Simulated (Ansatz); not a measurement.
Task: a composite energy at a relaxed geometry of C₂H₅Al, SMILES [CH2]1[CH2][AlH]1, with the Python package of Ansatz (0.2.0). Give the script and its output. Settings (for the species named): PBE0, def2-SVP basis, multiplicity 1, D4 dispersion.

```yaml
atoms:
  - { symbol: C, position_ang: [-0.6744, 0.2455, -0.4445] }
  - { symbol: C, position_ang: [0.7058, 0.5297, -0.0039] }
  - { symbol: Al, position_ang: [-0.1513, -1.0331, 0.8824] }
  - { symbol: H, position_ang: [-0.7340, -0.0669, -1.5037] }
  - { symbol: H, position_ang: [-1.4386, 1.0533, -0.1216] }
  - { symbol: H, position_ang: [0.8353, 1.4610, 0.6149] }
  - { symbol: H, position_ang: [1.4976, 0.3097, -0.7751] }
  - { symbol: H, position_ang: [0.0516, -2.5563, 1.2957] }
```

`composite_c2h5al.py`:
```python
'''A composite energy for C2H5Al: DFT geometry, MP2 basis limit, coupled-cluster correction.'''

import itertools
import warnings

import ansatz as az
from ase.data import atomic_numbers, covalent_radii
import numpy as np

SETTINGS = {
    'basis_set': 'def2-SVP',
    'xc': 'pbe0',
    'vdw': 'd4',
}

warnings.simplefilter('ignore', az.DeckWarning)

geometry_ang = [
    ('C', (-0.6744, 0.2455, -0.4445)),
    ('C', (0.7058, 0.5297, -0.0039)),
    ('Al', (-0.1513, -1.0331, 0.8824)),
    ('H', (-0.734, -0.0669, -1.5037)),
    ('H', (-1.4386, 1.0533, -0.1216)),
    ('H', (0.8353, 1.461, 0.6149)),
    ('H', (1.4976, 0.3097, -0.7751)),
    ('H', (0.0516, -2.5563, 1.2957)),
]
geometry = az.Crystal.molecule()
for symbol, xyz in geometry_ang:
    geometry = geometry.atom(symbol, xyz)

calc = geometry.calculation()
calc = calc.basis(gaussian=SETTINGS['basis_set'])
calc = calc.functional(SETTINGS['xc'], dispersion=SETTINGS['vdw'])
symbols = [site.symbol for site in geometry.cartesian_sites]
start = np.array([site.position_ang for site in geometry.cartesian_sites], dtype=float)
rep = calc.relax(force_tolerance=0.01).run().report
end = np.array(rep['positions_ang'])
# pairs closer than 1.2 times the sum of covalent radii, before or after
radius = [covalent_radii[atomic_numbers[s]] for s in symbols]
span = lambda where, i, j: np.linalg.norm(where[i] - where[j])
bonded = [(i, j) for i, j in itertools.combinations(range(len(symbols)), 2) if min(span(start, i, j), span(end, i, j)) < 1.2 * (radius[i] + radius[j])]
print('pair        before    after (A)')
for i, j in bonded:
    print(f'{symbols[i]}{i}-{symbols[j]}{j}'.ljust(10), f'{span(start, i, j):8.4f} {span(end, i, j):8.4f}')

minimum = az.Crystal.molecule()
for symbol, place in zip(symbols, end):
    minimum = minimum.atom(symbol, place.tolist())
at_minimum = minimum.calculation()
# MP2 extrapolated to the basis limit, plus the small-basis difference CCSD(T) - MP2
level = lambda method, basis: at_minimum.basis(gaussian=basis).correlation(method).run().report
small, large, cluster = level('mp2', 'cc-pVDZ'), level('mp2', 'cc-pVTZ'), level('ccsd_t', 'cc-pVDZ')
corr = lambda each: (each['free_energy_ev'] - each['reference_energy_ev']) / 27.211386246
mp2_limit = (27 * corr(large) - 8 * corr(small)) / 19
pieces = {'HF / cc-pVTZ': large['reference_energy_ev'] / 27.211386246, 'MP2 correlation, DZ-TZ limit': mp2_limit, 'CCSD(T) - MP2 / cc-pVDZ': corr(cluster) - corr(small)}
for name, value in pieces.items():
    print(f'{name:32s} {value:14.6f} Ha')
print(f'{"sum":32s} {sum(pieces.values()):14.6f} Ha')
print('T1 diagnostic', round(cluster['correlation']['coupled_cluster']['t1_diagnostic'], 4))
```

Running `python composite_c2h5al.py` prints:
```text
pair        before    after (A)
C0-C1        1.4764   1.5768
C0-Al2       1.9155   1.9179
C0-H3        1.1059   1.0994
C0-H4        1.1579   1.0994
C1-Al2       1.9906   1.9180
C1-H5        1.1256   1.0993
C1-H6        1.1270   1.0994
Al2-H7       1.5913   1.5763
HF / cc-pVTZ                        -320.518354 Ha
MP2 correlation, DZ-TZ limit          -0.457318 Ha
CCSD(T) - MP2 / cc-pVDZ               -0.050519 Ha
sum                                 -321.026192 Ha
T1 diagnostic 0.0115
```

Notes:
- Total energies depend on the basis set; only differences at equal settings carry meaning.
- The sum leaves out core correlation, relativity, the Hartree-Fock basis error and zero-point energy; a DZ-TZ extrapolation is rough.
- Inner cores stay frozen, so this is valence correlation.
- For Al to Cl the sets with a tight d function, cc-pV(X+d)Z, are usual.
- An extrapolation from small basis sets is rough.
- Wall time of the script: 23 s on 1 thread of Arm Neoverse V1, with other jobs on the host, peak memory 0.33 GiB.
